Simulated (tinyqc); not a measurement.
MP2 on RHF in the sto-3g basis, frozen core, for H2O, spin multiplicity 1, step by step. One step of it, computed by the program tinyqc.

Question. Second-order Moller-Plesset energy. E2 = sum_ijab (ia|jb) [2 (ia|jb) - (ib|ja)] / (e_i + e_j - e_a - e_b) over occupied i, j and virtual a, b; the opposite-spin part is (ia|jb)^2 / denominator, the rest is same-spin, and SCS-MP2 scales them by 6/5 and 1/3.

orbital energies (hartree): MO1 -20.261507, MO2 -1.186241, MO3 -0.530883, MO4 -0.412345, MO5 -0.382542, MO6 0.416744, MO7 0.553433

Two-electron integrals over orbitals (pq|rs), unique and non-zero (hartree); the lowest 1 orbital is frozen and left out:
```
(22|22) 0.724727    (32|32) 0.125991    (33|22) 0.601514    (33|33) 0.577231
(42|22) -0.031373   (42|33) 0.003629    (42|42) 0.130478    (43|32) 0.030805
(43|43) 0.057390    (44|22) 0.660799    (44|33) 0.554548    (44|42) -0.092001
(44|44) 0.690896    (52|52) 0.152635    (53|53) 0.025288    (54|52) -0.041172
(54|54) 0.045993    (55|22) 0.757999    (55|33) 0.588925    (55|42) -0.078896
(55|44) 0.685227    (55|55) 0.880159    (62|22) 0.125516    (62|33) 0.059375
(62|42) 0.036445    (62|44) 0.060761    (62|55) 0.135836    (62|62) 0.091330
(63|32) -0.040852   (63|43) -0.042595   (63|63) 0.081579    (64|22) 0.136318
(64|33) 0.047600    (64|42) -0.045099   (64|44) 0.133330    (64|55) 0.155937
(64|62) 0.061372    (64|64) 0.101606    (65|52) 0.049759    (65|54) 0.007296
(65|65) 0.032893    (66|22) 0.578277    (66|33) 0.535887    (66|42) 0.046454
(66|44) 0.534827    (66|55) 0.565185    (66|62) 0.084998    (66|64) 0.052721
(66|66) 0.566329    (72|32) 0.059343    (72|43) -0.026460   (72|63) 0.027103
(72|72) 0.071111    (73|22) 0.174977    (73|33) 0.087722    (73|42) -0.072598
(73|44) 0.143696    (73|55) 0.207637    (73|62) 0.066621    (73|64) 0.104168
(73|66) 0.044624    (73|73) 0.159970    (74|32) -0.068316   (74|43) -0.016487
(74|63) 0.058564    (74|72) -0.017841   (74|74) 0.069299    (75|53) 0.023990
(75|75) 0.025860    (76|32) 0.084077    (76|43) 0.066168    (76|63) -0.072295
(76|72) -0.000413   (76|74) -0.059900   (76|76) 0.114100    (77|22) 0.607280
(77|33) 0.572409    (77|42) -0.021826   (77|44) 0.574658    (77|55) 0.609138
(77|62) 0.059643    (77|64) 0.056221    (77|66) 0.539954    (77|73) 0.103090
(77|77) 0.592547
```

Hartree-Fock energy = -74.91050165 hartree

Give: Terms; Pair energies; MP2 correlation energy; SCS-MP2 correlation energy; MP2 total energy.

Answer.

Terms:
```
i  j  a  b  (ia|jb)  (ib|ja)  denominator       term
3  3  7  7    0.160    0.160       -2.169     -0.012
4  3  6  7    0.104    0.059       -1.913     -0.008
3  4  7  6    0.104    0.059       -1.913     -0.008
4  4  6  6    0.102    0.102       -1.658     -0.006
3  3  6  6    0.082    0.082       -1.895  -3.51e-03
3  2  7  6    0.067    0.027       -2.687  -2.63e-03
2  3  6  7    0.067    0.027       -2.687  -2.63e-03
2  2  6  6    0.091    0.091       -3.206  -2.60e-03
4  4  7  7    0.069    0.069       -1.932  -2.49e-03
4  2  6  6    0.061    0.061       -2.432  -1.55e-03
2  4  6  6    0.061    0.061       -2.432  -1.55e-03
2  2  7  7    0.071    0.071       -3.479  -1.45e-03
5  5  6  6    0.033    0.033       -1.599  -6.77e-04
3  4  6  7    0.059    0.104       -1.913  -3.97e-04
4  3  7  6    0.059    0.104       -1.913  -3.97e-04
5  5  7  7    0.026    0.026       -1.872  -3.57e-04
3  2  6  7    0.027    0.067       -2.687   1.25e-04
2  3  7  6    0.027    0.067       -2.687   1.25e-04
4  2  7  7   -0.018   -0.018       -2.705  -1.18e-04
2  4  7  7   -0.018   -0.018       -2.705  -1.18e-04
```

Pair energies (hartree; pair i-j sums ij and ji):
```
pair  opposite spin  same spin
2-2       -4.06e-03      0.000
3-2       -3.85e-03  -1.16e-03
3-3          -0.015      0.000
4-2       -3.33e-03      0.000
4-3          -0.015  -2.17e-03
4-4          -0.009      0.000
5-5       -1.03e-03      0.000
```

MP2 correlation energy = -0.05456 hartree

SCS-MP2 correlation energy = -0.06258 hartree

MP2 total energy = -74.96506 hartree
